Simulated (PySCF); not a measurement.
**PBE0/STO-6G run of PH3S (SMILES [PH3]=S)**

Aim: the energy change on altering one bond length of PH3S at PBE0/STO-6G, from 2 runs. Input form: a Python script.

The results are computed with PySCF 2.14.0.

11 further runs of the same task are left out: 1 that didn't finish, 10 set aside as unsound or not needed.

## Step 1: The structure to begin with

The species is PH3S (5 atoms), meant as a singlet with charge 0. SMILES: `[PH3]=S`. Geometry: relaxed at GFN2-xTB.

Bond lengths: P1–S2 1.914 Å, P1–H3 1.394 Å, P1–H4 1.394 Å, P1–H5 1.394 Å. Angles: S2–P1–H3 118.2°, S2–P1–H4 118.2°, S2–P1–H5 118.2°, H3–P1–H4 99.6°, H3–P1–H5 99.4°, H4–P1–H5 99.4°.

## Step 2: The energy at PBE0/STO-6G

calc.py reads:

```python
from pyscf import gto, dft

mol = gto.Mole()
mol.atom = '''
P        0.007920      -0.006600       0.007660
S        1.261690      -0.941140       1.111260
H       -1.166840       0.461930       0.594540
H       -0.532470      -0.676580      -1.089190
H        0.429710       1.162380      -0.624270
'''
mol.basis = 'sto-6g'
mol.verbose = 3
mol.max_memory = 1860
mol.build()

mf = dft.RKS(mol, xc='pbe0')
mf.grids.level = 5
mf.conv_tol = 1e-10
mf.kernel()
if not mf.converged:
    mf = mf.newton().run(mf.mo_coeff, mf.mo_occ)

energy = mf.e_tot
print('E(%s) = %.9f' % ('PBE0', energy))
```

Run with:

```bash
$ OMP_NUM_THREADS=1 python calc.py
```

Standard output:

```text
converged SCF energy = -738.37507460464
E(PBE0) = -738.375074605
```

It took 2.9 s on 1 thread of Arm Neoverse V2, shared host; peak memory 0.2 GiB.

## Step 3: The distorted shape at the same level

input.py reads:

```python
from pyscf import gto, dft

mol = gto.M(
    atom=[
    ('P', (-0.498225, -1.409367, 0.765971)),
    ('S', (0.755545, -2.343907, 1.869571)),
    ('H', (-1.672985, -0.940837, 1.352851)),
    ('H', (-1.038615, -2.079347, -0.330879)),
    ('H', (0.429710, 1.162380, -0.624270)),
],
    max_memory=1860,
    spin=0,
    basis='sto-6g',
    verbose=4,
)

mf = dft.RKS(mol)
mf.xc = 'pbe0'
mf.grids.level = 5
mf.conv_tol = 1e-10
mf.kernel()
if not mf.converged:
    mf = mf.newton().run(mf.mo_coeff, mf.mo_occ)

etot = mf.e_tot
print('Final energy', etot)
```

Run with:

```bash
$ OMP_NUM_THREADS=1 python input.py
```

Standard output:

```text
PySCF version 2.14.0

[... 84 lines left out ...]
converged SCF energy = -738.198869370161
Final energy -738.198869370161
```

It took 4.5 s on 1 thread of Arm Neoverse V2, shared host; peak memory 0.2 GiB.

## Step 4: Outcome

Level: PBE0/STO-6G.

```
                                                         quantity          value
                                        first shape: total energy  -738.37507 Eh
                                       first shape: dipole moment         3.70 D
                                         first shape: HOMO energy       -1.86 eV
                                         first shape: LUMO energy        6.65 eV
                                       first shape: HOMO–LUMO gap        8.51 eV
                                    distorted shape: total energy  -738.19887 Eh
                                   distorted shape: dipole moment         2.36 D
                                     distorted shape: HOMO energy       -2.44 eV
                                     distorted shape: LUMO energy       -0.63 eV
                                   distorted shape: HOMO–LUMO gap        1.81 eV
energy change with the P1–H5 bond stretched from 1.394 to 3.067 Å       4.795 eV
```

What this shows: One bond (distorted shape) is far stretched, which a spin-restricted single reference describes badly; a broken-symmetry solution may lie lower. With the P1–H5 bond stretched from 1.394 to 3.067 Å the energy rises by 4.79 eV (111 kcal/mol). The first shape isn't relaxed at this level, so the change isn't measured from a minimum. A restricted reference can't describe the breaking bond well at this length. The minimal basis adds a large error of its own. Mulliken charges (first shape) run from -0.32 on S2 to +0.47 on P1; they depend strongly on the basis.
